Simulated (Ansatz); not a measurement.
Results of PBEsol (Ansatz, a quantum-chemistry and plane-wave program, plane waves, PAW) for anthracene C14H10.

Numerical settings: plane-wave cutoff 500 eV, 4×4×4 k mesh, gaussian smearing 0.02 eV, scalar-relativistic PAW data made under PBE.

Computed at the level's own relaxed cell.

Task: What does this level give for the volume per atom?

Result: 
- volume per atom: 10.55 Å³/atom

Note: the cell comes from a level without a dispersion term, which matters for the spacing of layers, chains or molecules; the volume lies 11 % above that of the published cell.

Computed values are for the static lattice.
